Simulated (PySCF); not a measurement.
## Converging HF⁺ in the basis (CCSD(T))

PySCF, UHF reference; doublet, unpaired electrons π ↑; De to H⁺ + F without counterpoise correction. Frozen cores follow the default of each basis and core potential.

```json
{"basis": "6-31G(d,p)", "relativity": "no relativity", "functions": "19", "Re (Å)": "1.008", "ωe (cm⁻¹)": "3099", "De (eV)": "3.81", "frozen orbitals": "1"}
{"basis": "aug-pcseg-1", "relativity": "no relativity", "functions": "32", "Re (Å)": "1.014", "ωe (cm⁻¹)": "2970", "De (eV)": "3.48", "frozen orbitals": "1"}
{"basis": "pcseg-2", "relativity": "no relativity", "functions": "44", "Re (Å)": "1.002", "ωe (cm⁻¹)": "3100", "De (eV)": "3.66", "frozen orbitals": "1"}
{"basis": "def2-TZVPPD", "relativity": "no relativity", "functions": "57", "Re (Å)": "1.003", "ωe (cm⁻¹)": "3104", "De (eV)": "3.67", "frozen orbitals": "1"}
```

**Question.** How does each smaller set differ from the one with most functions, def2-TZVPPD?

**Answer.** 6-31G(d,p): +0.5 pm, -0.2 % in ωe, +0.14 eV in De; aug-pcseg-1: +1.1 pm, -4.3 % in ωe, -0.19 eV in De; pcseg-2: -0.1 pm, -0.1 % in ωe, -0.01 eV in De. All at CCSD(T); the set with most functions is neither the basis-set limit nor always the best.

Correlated steps freeze 1 core orbital. Correlated levels converge slowly with the basis: in double zeta they bind strong bonds too weakly, by up to about 1 eV, and carry superposition errors of some tenths. For an ion De counts to the pair picked by the measured ionisation energies or electron affinities, which need not be the lowest pair at this level. The state is the lowest determinant that a PBE0 search found; another state may lie lower at other levels.
